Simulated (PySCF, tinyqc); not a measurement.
RHF in the sto-3g basis, for HF, spin multiplicity 1, step by step (part 1 of 2). The lowest restricted solution is unstable here: a spin-polarised one lies 0.1431 hartree lower (PySCF). Computed by tinyqc, a small Python program that keeps every step (integrals from PySCF). Settings: charge = 0, multiplicity = 1, basis = sto-3g, energy threshold = 1e-10, iteration cap = 52, orthogonalisation = symmetric, start = highest core orbitals, DIIS depth = 3, shift = 1.0, method = RHF. Command: `OMP_NUM_THREADS=1 python tinyqc.py 26219 26220 out.jsonl` (the two numbers bound the seeds that draw the settings). One thread of a shared host (Intel(R) Xeon(R) Processor @ 2.60GHz), about 0.1 s of CPU time with the checks. Later iterations appear only in the table of the cycle.

## One-electron integrals

Geometry (angstrom):
```
atom         x         y         z
F     0.000000  0.000000  0.000000
H     0.000000  0.000000  1.784000
```

Basis sto-3g: exponents (1/bohr^2) and contraction coefficients of normalised primitives:
```
element  l (shell)    exponent  coefficient
F            s (1)  166.679130     0.154329
F            s (1)   30.360812     0.535328
F            s (1)    8.216821     0.444635
F            s (2)    6.464803    -0.099967
F            s (2)    1.502281     0.399513
F            s (2)    0.488588     0.700115
F            p (3)    6.464803     0.155916
F            p (3)    1.502281     0.607684
F            p (3)    0.488588     0.391957
H            s (1)    3.425251     0.154329
H            s (1)    0.623914     0.535328
H            s (1)    0.168855     0.444635
```

Overlap, kinetic and nuclear-attraction integrals over the contracted functions; the nuclear repulsion is the sum of Za Zb / Rab.

nuclear repulsion = 2.66961597 hartree

overlap S:
```
           1F 1s     1F 2s    1F 2px    1F 2py    1F 2pz     2H 1s
1F 1s   1.000000  0.237990  0.000000  0.000000  0.000000  0.006832
1F 2s   0.237990  1.000000  0.000000  0.000000  0.000000  0.092789
1F 2px  0.000000  0.000000  1.000000  0.000000  0.000000  0.000000
1F 2py  0.000000  0.000000  0.000000  1.000000  0.000000  0.000000
1F 2pz  0.000000  0.000000  0.000000  0.000000  1.000000  0.091078
2H 1s   0.006832  0.092789  0.000000  0.000000  0.091078  1.000000
```

kinetic energy T (hartree):
```
            1F 1s      1F 2s    1F 2px    1F 2py     1F 2pz      2H 1s
1F 1s   36.984577  -0.212858  0.000000  0.000000   0.000000  -0.001866
1F 2s   -0.212858   1.037995  0.000000  0.000000   0.000000  -0.019233
1F 2px   0.000000   0.000000  3.248015  0.000000   0.000000   0.000000
1F 2py   0.000000   0.000000  0.000000  3.248015   0.000000   0.000000
1F 2pz   0.000000   0.000000  0.000000  0.000000   3.248015  -0.005109
2H 1s   -0.001866  -0.019233  0.000000  0.000000  -0.005109   0.760032
```

nuclear attraction V (hartree):
```
             1F 1s       1F 2s      1F 2px      1F 2py      1F 2pz      2H 1s
1F 1s   -77.306204   -9.247402    0.000000    0.000000   -0.003978  -0.272074
1F 2s    -9.247402  -11.837820    0.000000    0.000000   -0.049776  -0.712887
1F 2px    0.000000    0.000000  -11.739392    0.000000    0.000000   0.000000
1F 2py    0.000000    0.000000    0.000000  -11.739392    0.000000   0.000000
1F 2pz   -0.003978   -0.049776    0.000000    0.000000  -11.757499  -0.570588
2H 1s    -0.272074   -0.712887    0.000000    0.000000   -0.570588  -3.893256
```

core Hamiltonian H = T + V (hartree):
```
             1F 1s       1F 2s     1F 2px     1F 2py     1F 2pz      2H 1s
1F 1s   -40.321627   -9.460260   0.000000   0.000000  -0.003978  -0.273940
1F 2s    -9.460260  -10.799824   0.000000   0.000000  -0.049776  -0.732120
1F 2px    0.000000    0.000000  -8.491377   0.000000   0.000000   0.000000
1F 2py    0.000000    0.000000   0.000000  -8.491377   0.000000   0.000000
1F 2pz   -0.003978   -0.049776   0.000000   0.000000  -8.509484  -0.575697
2H 1s    -0.273940   -0.732120   0.000000   0.000000  -0.575697  -3.133224
```

## Two-electron integrals

Functions are numbered as in S; the eight-fold symmetry (ij|kl) = (ji|kl) = (kl|ij) leaves the list below.

Two-electron integrals (ij|kl) in chemists' order, unique and non-zero (hartree):
```
(11|11) 5.403501   (21|11) 0.841920   (21|21) 0.156299   (22|11) 1.268028
(22|21) 0.292344   (22|22) 0.926167   (31|31) 0.027998   (32|31) 0.043169
(32|32) 0.204588   (33|11) 1.264502   (33|21) 0.292403   (33|22) 0.925959
(33|33) 0.997514   (41|41) 0.027998   (42|41) 0.043169   (42|42) 0.204588
(43|43) 0.053770   (44|11) 1.264502   (44|21) 0.292403   (44|22) 0.925959
(44|33) 0.889973   (44|44) 0.997514   (51|51) 0.027998   (52|51) 0.043169
(52|52) 0.204588   (53|53) 0.053770   (54|54) 0.053770   (55|11) 1.264502
(55|21) 0.292403   (55|22) 0.925959   (55|33) 0.889973   (55|44) 0.889973
(55|55) 0.997514   (61|11) 0.024471   (61|21) 0.004507   (61|22) 0.008386
(61|33) 0.008377   (61|44) 0.008377   (61|51) 0.000172   (61|52) 0.000325
(61|55) 0.008405   (61|61) 0.000131   (62|11) 0.074228   (62|21) 0.017396
(62|22) 0.063207   (62|33) 0.062342   (62|44) 0.062342   (62|51) 0.001154
(62|52) 0.009829   (62|55) 0.064874   (62|61) 0.000509   (62|62) 0.005821
(63|31) 0.001671   (63|32) 0.010541   (63|53) 0.002018   (63|63) 0.000817
(64|41) 0.001671   (64|42) 0.010541   (64|54) 0.002018   (64|64) 0.000817
(65|11) 0.057518   (65|21) 0.013636   (65|22) 0.053154   (65|33) 0.051186
(65|44) 0.051186   (65|51) 0.002355   (65|52) 0.017444   (65|55) 0.057033
(65|61) 0.000410   (65|62) 0.006020   (65|65) 0.006969   (66|11) 0.296280
(66|21) 0.070504   (66|22) 0.295704   (66|33) 0.290078   (66|44) 0.290078
(66|51) 0.003931   (66|52) 0.048614   (66|55) 0.306900   (66|61) 0.002057
(66|62) 0.038338   (66|65) 0.047015   (66|66) 0.774606
```

## Orthogonalisation

S = U s U^T; symmetric (Loewdin) form X = U s^(-1/2) U^T, so that X^T S X = 1.

eigenvalues of S: 0.744650  0.913369  1.000000  1.000000  1.081555  1.260427

X:
```
            1F 1s      1F 2s    1F 2px    1F 2py     1F 2pz      2H 1s
1F 1s    1.022223  -0.123847  0.000000  0.000000  -0.000420   0.005168
1F 2s   -0.123847   1.025616  0.000000  0.000000   0.003299  -0.047995
1F 2px   0.000000   0.000000  1.000000  0.000000   0.000000   0.000000
1F 2py   0.000000   0.000000  0.000000  1.000000   0.000000   0.000000
1F 2pz  -0.000420   0.003299  0.000000  0.000000   1.003150  -0.046032
2H 1s    0.005168  -0.047995  0.000000  0.000000  -0.046032   1.006480
```

## Starting guess

The start is the highest orbitals of the core Hamiltonian (a deliberately bad start); D = 2 C_occ C_occ^T.

D at the start:
```
            1F 1s      1F 2s    1F 2px    1F 2py     1F 2pz      2H 1s
1F 1s    0.116236  -0.498435  0.000000  0.000000  -0.003169   0.032242
1F 2s   -0.498435   2.139039  0.000000  0.000000   0.017911  -0.196642
1F 2px   0.000000   0.000000  2.000000  0.000000   0.000000   0.000000
1F 2py   0.000000   0.000000  0.000000  2.000000   0.000000   0.000000
1F 2pz  -0.003169   0.017911  0.000000  0.000000   2.016880  -0.185335
2H 1s    0.032242  -0.196642  0.000000  0.000000  -0.185335   2.034901
```

## Iteration 1: building the Fock matrix

J_ij = sum D_kl (ij|kl), K_ij = sum D_kl (ik|jl); F = H + J - 0.5 K; E = tr D H + tr D J / 2 - 0.25 tr D K + E_nn.

Coulomb J (hartree):
```
            1F 1s     1F 2s    1F 2px    1F 2py    1F 2pz     2H 1s
1F 1s   10.663484  2.458603  0.000000  0.000000  0.008053  0.070604
1F 2s    2.458603  7.966161  0.000000  0.000000  0.095670  0.580567
1F 2px   0.000000  0.000000  7.953426  0.000000  0.000000  0.000000
1F 2py   0.000000  0.000000  0.000000  7.953426  0.000000  0.000000
1F 2pz   0.008053  0.095670  0.000000  0.000000  7.986311  0.517919
2H 1s    0.070604  0.580567  0.000000  0.000000  0.517919  3.921560
```

exchange K (hartree):
```
            1F 1s     1F 2s    1F 2px    1F 2py     1F 2pz     2H 1s
1F 1s    0.291592  0.271232  0.000000  0.000000  -0.000129  0.011301
1F 2s    0.271232  2.923291  0.000000  0.000000   0.004271  0.212189
1F 2px   0.000000  0.000000  2.605736  0.000000   0.000000  0.000000
1F 2py   0.000000  0.000000  0.000000  2.605736   0.000000  0.000000
1F 2pz  -0.000129  0.004271  0.000000  0.000000   2.611120  0.171741
2H 1s    0.011301  0.212189  0.000000  0.000000   0.171741  1.573372
```

Fock matrix F (hartree):
```
             1F 1s      1F 2s     1F 2px     1F 2py     1F 2pz      2H 1s
1F 1s   -29.803939  -7.137273   0.000000   0.000000   0.004140  -0.208987
1F 2s    -7.137273  -4.295309   0.000000   0.000000   0.043758  -0.257647
1F 2px    0.000000   0.000000  -1.840819   0.000000   0.000000   0.000000
1F 2py    0.000000   0.000000   0.000000  -1.840819   0.000000   0.000000
1F 2pz    0.004140   0.043758   0.000000   0.000000  -1.828734  -0.143648
2H 1s    -0.208987  -0.257647   0.000000   0.000000  -0.143648   0.001649
```

total energy of this density = -43.24150615 hartree

## Iteration 1: diagonalisation and new density

A level shift of 1 hartree raises the virtual space: F + shift (S - S D(s) S), with D(s) the density of one spin (D/2). Diagonalise F' = X^T F X, C = X C', fill 5 alpha and 5 beta electrons from the bottom; D = 2 C_occ C_occ^T. Each column has its largest component positive (the first on a tie).

F' = X^T F X (hartree):
```
            1          2          3          4          5          6
1  -28.417291  -3.151365   0.000000   0.000000  -0.002531  -0.010245
2   -3.151365  -3.125645   0.000000   0.000000   0.046330  -0.092757
3    0.000000   0.000000  -1.840819   0.000000   0.000000   0.000000
4    0.000000   0.000000   0.000000  -1.840819   0.000000   0.000000
5   -0.002531   0.046330   0.000000   0.000000  -1.826679  -0.063869
6   -0.010245  -0.092757   0.000000   0.000000  -0.063869   0.026866
```

orbital energies (hartree): MO1 -28.804056, MO2 -2.744005, MO3 -1.840819, MO4 -1.840819, MO5 -1.826846, MO6 0.032160

coefficients C:
```
              MO1        MO2       MO3        MO4        MO5        MO6
1F 1s    0.999528  -0.246879  0.000000   0.000000  -0.011776   0.012676
1F 2s    0.001973   1.029672  0.000000   0.000000   0.050099  -0.082481
1F 2px   0.000000   0.000000  0.997424  -0.071735   0.000000   0.000000
1F 2py   0.000000   0.000000  0.071735   0.997424   0.000000   0.000000
1F 2pz  -0.000164  -0.046467  0.000000   0.000000   0.999831  -0.081350
2H 1s    0.000038  -0.014154  0.000000   0.000000  -0.011284   1.008525
```

D after iteration 1:
```
            1F 1s      1F 2s    1F 2px    1F 2py     1F 2pz      2H 1s
1F 1s    2.120290  -0.505646  0.000000  0.000000  -0.000934   0.007330
1F 2s   -0.505646   2.125476  0.000000  0.000000   0.004490  -0.030277
1F 2px   0.000000   0.000000  2.000000  0.000000   0.000000   0.000000
1F 2py   0.000000   0.000000  0.000000  2.000000   0.000000   0.000000
1F 2pz  -0.000934   0.004490  0.000000  0.000000   2.003644  -0.021248
2H 1s    0.007330  -0.030277  0.000000  0.000000  -0.021248   0.000655
```

Within a degenerate level the vectors are fixed only up to a rotation; this is one choice.

## Iteration 2: building the Fock matrix

As before.

Coulomb J (hartree):
```
            1F 1s     1F 2s    1F 2px    1F 2py    1F 2pz     2H 1s
1F 1s   20.885965  4.002384  0.000000  0.000000  0.000171  0.115460
1F 2s    4.002384  9.914848  0.000000  0.000000  0.000457  0.652998
1F 2px   0.000000  0.000000  9.906036  0.000000  0.000000  0.000000
1F 2py   0.000000  0.000000  0.000000  9.906036  0.000000  0.000000
1F 2pz   0.000171  0.000457  0.000000  0.000000  9.906038  0.539689
2H 1s    0.115460  0.652998  0.000000  0.000000  0.539689  2.957288
```

exchange K (hartree):
```
            1F 1s     1F 2s    1F 2px    1F 2py    1F 2pz     2H 1s
1F 1s   11.105940  1.945215  0.000000  0.000000  0.000072  0.060396
1F 2s    1.945215  3.228586  0.000000  0.000000  0.001220  0.198503
1F 2px   0.000000  0.000000  2.660158  0.000000  0.000000  0.000000
1F 2py   0.000000  0.000000  0.000000  2.660158  0.000000  0.000000
1F 2pz   0.000072  0.001220  0.000000  0.000000  2.660856  0.134950
2H 1s    0.060396  0.198503  0.000000  0.000000  0.134950  0.025640
```

Fock matrix F (hartree):
```
             1F 1s      1F 2s    1F 2px    1F 2py     1F 2pz      2H 1s
1F 1s   -24.988632  -6.430483  0.000000  0.000000  -0.003843  -0.188678
1F 2s    -6.430483  -2.499269  0.000000  0.000000  -0.049929  -0.178374
1F 2px    0.000000   0.000000  0.084579  0.000000   0.000000   0.000000
1F 2py    0.000000   0.000000  0.000000  0.084579   0.000000   0.000000
1F 2pz   -0.003843  -0.049929  0.000000  0.000000   0.066125  -0.103483
2H 1s    -0.188678  -0.178374  0.000000  0.000000  -0.103483  -0.188756
```

total energy of this density = -97.90236328 hartree

## Iteration 2: DIIS over 2 matrices

error matrix X^T (FDS - SDF) X:
```
           1          2         3         4          5          6
1   0.000000   0.001654  0.000000  0.000000   0.001436  -0.060429
2  -0.001654   0.000000  0.000000  0.000000   0.003176   0.106022
3   0.000000   0.000000  0.000000  0.000000   0.000000   0.000000
4   0.000000   0.000000  0.000000  0.000000   0.000000   0.000000
5  -0.001436  -0.003176  0.000000  0.000000   0.000000   0.208004
6   0.060429  -0.106022  0.000000  0.000000  -0.208004   0.000000
```

B (overlaps of the stored error matrices):
```
                1               2
1   2.2353609e-01  -1.0706908e-03
2  -1.0706908e-03   1.1634607e-01
```

Minimise |sum c_i e_i|^2 with sum c_i = 1: solve [B -1; -1 0][c; lambda] = [0; -1] with B_ij = tr e_i^T e_j, and take F = sum c_i F_i.

DIIS coefficients: 0.343300  0.656700

extrapolated F (hartree):
```
             1F 1s      1F 2s     1F 2px     1F 2py     1F 2pz      2H 1s
1F 1s   -26.641728  -6.673124   0.000000   0.000000  -0.001103  -0.195650
1F 2s    -6.673124  -3.115850   0.000000   0.000000  -0.017766  -0.205588
1F 2px    0.000000   0.000000  -0.576410   0.000000   0.000000   0.000000
1F 2py    0.000000   0.000000   0.000000  -0.576410   0.000000   0.000000
1F 2pz   -0.001103  -0.017766   0.000000   0.000000  -0.584380  -0.117271
2H 1s    -0.195650  -0.205588   0.000000   0.000000  -0.117271  -0.123390
```

## Iteration 2: diagonalisation and new density

As before.

F' = X^T F X (hartree):
```
            1          2          3          4          5          6
1  -26.198989  -3.322578   0.000000   0.000000  -0.001474  -0.000545
2   -3.322578  -1.972285   0.000000   0.000000  -0.011226  -0.119758
3    0.000000   0.000000  -0.576410   0.000000   0.000000   0.000000
4    0.000000   0.000000   0.000000  -0.576410   0.000000   0.000000
5   -0.001474  -0.011226   0.000000   0.000000  -0.576345  -0.120912
6   -0.000545  -0.119758   0.000000   0.000000  -0.120912   0.895458
```

orbital energies (hartree): MO1 -26.646412, MO2 -1.530970, MO3 -0.585766, MO4 -0.576410, MO5 -0.576410, MO6 0.910987

coefficients C:
```
              MO1        MO2        MO3       MO4        MO5        MO6
1F 1s    0.996554  -0.258583   0.005441  0.000000   0.000000   0.017064
1F 2s    0.014108   1.029204  -0.022903  0.000000   0.000000  -0.097762
1F 2px   0.000000   0.000000   0.000000  0.990731  -0.135836   0.000000
1F 2py   0.000000   0.000000   0.000000  0.135836   0.990731   0.000000
1F 2pz   0.000113   0.018817   0.995993  0.000000   0.000000  -0.126823
2H 1s   -0.000684   0.001017   0.035302  0.000000   0.000000   1.008069
```

D after iteration 2:
```
            1F 1s      1F 2s    1F 2px    1F 2py     1F 2pz      2H 1s
1F 1s    2.120029  -0.504400  0.000000  0.000000   0.001332  -0.001505
1F 2s   -0.504400   2.119968  0.000000  0.000000  -0.006887   0.000457
1F 2px   0.000000   0.000000  2.000000  0.000000   0.000000   0.000000
1F 2py   0.000000   0.000000  0.000000  2.000000   0.000000   0.000000
1F 2pz   0.001332  -0.006887  0.000000  0.000000   1.984712   0.070358
2H 1s   -0.001505   0.000457  0.000000  0.000000   0.070358   0.002495
```

Within a degenerate level the vectors are fixed only up to a rotation; this is one choice.

## Iteration 3: building the Fock matrix

As before.

Coulomb J (hartree):
```
            1F 1s      1F 2s    1F 2px    1F 2py     1F 2pz     2H 1s
1F 1s   20.870939   3.999025  0.000000  0.000000  -0.000178  0.115361
1F 2s    3.999025   9.906632  0.000000  0.000000  -0.000119  0.652749
1F 2px   0.000000   0.000000  9.898080  0.000000   0.000000  0.000000
1F 2py   0.000000   0.000000  0.000000  9.898080   0.000000  0.000000
1F 2pz  -0.000178  -0.000119  0.000000  0.000000   9.897302  0.539676
2H 1s    0.115361   0.652749  0.000000  0.000000   0.539676  2.961218
```

exchange K (hartree):
```
            1F 1s      1F 2s    1F 2px    1F 2py     1F 2pz     2H 1s
1F 1s   11.105112   1.944574  0.000000  0.000000   0.000088  0.060275
1F 2s    1.944574   3.225687  0.000000  0.000000  -0.001526  0.210886
1F 2px   0.000000   0.000000  2.659103  0.000000   0.000000  0.000000
1F 2py   0.000000   0.000000  0.000000  2.659103   0.000000  0.000000
1F 2pz   0.000088  -0.001526  0.000000  0.000000   2.652436  0.163385
2H 1s    0.060275   0.210886  0.000000  0.000000   0.163385  0.037701
```

Fock matrix F (hartree):
```
             1F 1s      1F 2s    1F 2px    1F 2py     1F 2pz      2H 1s
1F 1s   -25.003243  -6.433522  0.000000  0.000000  -0.004201  -0.188717
1F 2s    -6.433522  -2.506036  0.000000  0.000000  -0.049132  -0.184814
1F 2px    0.000000   0.000000  0.077151  0.000000   0.000000   0.000000
1F 2py    0.000000   0.000000  0.000000  0.077151   0.000000   0.000000
1F 2pz   -0.004201  -0.049132  0.000000  0.000000   0.061600  -0.117714
2H 1s    -0.188717  -0.184814  0.000000  0.000000  -0.117714  -0.190857
```

total energy of this density = -97.92661401 hartree

## Iteration 3: DIIS over 3 matrices

error matrix X^T (FDS - SDF) X:
```
           1          2         3         4          5          6
1   0.000000   0.001217  0.000000  0.000000   0.001504  -0.036964
2  -0.001217   0.000000  0.000000  0.000000   0.004494   0.094862
3   0.000000   0.000000  0.000000  0.000000   0.000000   0.000000
4   0.000000   0.000000  0.000000  0.000000   0.000000   0.000000
5  -0.001504  -0.004494  0.000000  0.000000   0.000000   0.253696
6   0.036964  -0.094862  0.000000  0.000000  -0.253696   0.000000
```

B (overlaps of the stored error matrices):
```
                1               2               3
1   2.2353609e-01  -1.0706908e-03  -7.4912682e-04
2  -1.0706908e-03   1.1634607e-01   1.3015876e-01
3  -7.4912682e-04   1.3015876e-01   1.4950099e-01
```

As before.

DIIS coefficients: 0.270832  2.566366  -1.837198

extrapolated F (hartree):
```
             1F 1s      1F 2s     1F 2px     1F 2py     1F 2pz      2H 1s
1F 1s   -26.265927  -6.616321   0.000000   0.000000  -0.001025  -0.194107
1F 2s    -6.616321  -2.973262   0.000000   0.000000  -0.026020  -0.188012
1F 2px    0.000000   0.000000  -0.423232   0.000000   0.000000   0.000000
1F 2py    0.000000   0.000000   0.000000  -0.423232   0.000000   0.000000
1F 2pz   -0.001025  -0.026020   0.000000   0.000000  -0.438749  -0.088215
2H 1s    -0.194107  -0.188012   0.000000   0.000000  -0.088215  -0.133328
```

## Iteration 3: diagonalisation and new density

As before.

F' = X^T F X (hartree):
```
            1          2          3          4          5          6
1  -25.818479  -3.327879   0.000000   0.000000  -0.000628   0.001238
2   -3.327879  -1.831582   0.000000   0.000000  -0.018357  -0.121807
3    0.000000   0.000000  -0.423232   0.000000   0.000000   0.000000
4    0.000000   0.000000   0.000000  -0.423232   0.000000   0.000000
5   -0.000628  -0.018357   0.000000   0.000000  -0.427300  -0.142419
6    0.001238  -0.121807   0.000000   0.000000  -0.142419   0.875136
```

orbital energies (hartree): MO1 -26.271629, MO2 -1.385599, MO3 -0.441677, MO4 -0.423232, MO5 -0.423232, MO6 0.896679

coefficients C:
```
              MO1        MO2        MO3       MO4        MO5        MO6
1F 1s    0.996169  -0.259906   0.008463  0.000000   0.000000   0.018164
1F 2s    0.015638   1.028449  -0.035509  0.000000   0.000000  -0.101634
1F 2px   0.000000   0.000000   0.000000  0.997551  -0.069945   0.000000
1F 2py   0.000000   0.000000   0.000000  0.069945   0.997551   0.000000
1F 2pz   0.000126   0.027910   0.992199  0.000000   0.000000  -0.152321
2H 1s   -0.000796   0.006012   0.061001  0.000000   0.000000   1.006823
```

D after iteration 3:
```
            1F 1s      1F 2s    1F 2px    1F 2py     1F 2pz      2H 1s
1F 1s    2.119952  -0.504044  0.000000  0.000000   0.002537  -0.003678
1F 2s   -0.504044   2.118424  0.000000  0.000000  -0.013052   0.008010
1F 2px   0.000000   0.000000  2.000000  0.000000   0.000000   0.000000
1F 2py   0.000000   0.000000  0.000000  2.000000   0.000000   0.000000
1F 2pz   0.002537  -0.013052  0.000000  0.000000   1.970476   0.121386
2H 1s   -0.003678   0.008010  0.000000  0.000000   0.121386   0.007516
```

Within a degenerate level the vectors are fixed only up to a rotation; this is one choice.
